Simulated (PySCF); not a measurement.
Species: C3H7NO.
Numbering: `[CH3:1][CH2:2][NH:3][CH:4]=[O:5]` (hydrogens: H6, H7, H8 on C1; H9, H10 on C2; H11 on N3; H12 on C4)

Computed geometry: GFN2-xTB, gas phase.

Some entries are withheld. Bonds in one row agree within 0.01 Å.

```
         coordinate    value
              C1–C2        ?
              C2–N3        ?
              N3–C4        ?
              C4=O5  1.205 Å
C1–H6, C1–H7, C1–H8  1.087 Å
      C2–H9, C2–H10  1.094 Å
             N3–H11  1.007 Å
             C4–H12  1.107 Å
           C2–C1–H6   109.9°
           C2–C1–H8   110.7°
           H6–C1–H7   108.7°
           C1–C2–N3   111.6°
           C1–C2–H9        ?
          C1–C2–H10        ?
           N3–C2–H9        ?
          N3–C2–H10        ?
          H9–C2–H10        ?
           C2–N3–C4   122.7°
          C2–N3–H11   117.2°
          C4–N3–H11   119.9°
           N3–C4–O5   125.6°
          N3–C4–H12   111.7°
          O5–C4–H12   122.7°
```

Q: Estimate the withheld lengths and angles.

A: 
- C1–C2 = 1.524 Å, drawn single (methyl carbon to sp3 carbon bound to nitrogen); equal to the sum of covalent radii, 1.52 Å.
- C2–N3 = 1.447 Å, drawn single (sp3 carbon bound to nitrogen to amide nitrogen); 0.02 Å below the sum of covalent radii, 1.47 Å.
- N3–C4 = 1.345 Å, drawn single (amide nitrogen to amide carbonyl carbon); 0.10 Å below the sum of covalent radii, 1.44 Å.
- C1–C2–H9 = 110.5°, at the sp3 carbon bound to nitrogen; the outer atoms are 2.164 Å apart.
- C1–C2–H10 = 110.1°, at the sp3 carbon bound to nitrogen; the outer atoms are 2.162 Å apart.
- N3–C2–H9 = 106.2°, at the sp3 carbon bound to nitrogen; the outer atoms are 2.042 Å apart.
- N3–C2–H10 = 109.3°, at the sp3 carbon bound to nitrogen; the outer atoms are 2.084 Å apart.
- H9–C2–H10 = 109.0°, at the sp3 carbon bound to nitrogen; the outer atoms are 1.780 Å apart.

Radii are Cordero's, carbon taken as 0.76, 0.73 or 0.69 Å for four, three, and two or fewer neighbours.

No GFN2-xTB frequencies stand behind this structure, so it isn't proved a minimum. The numbers are those of one conformer (C1–C2–N3–C4 115°, C2–N3–C4–O5 3°).
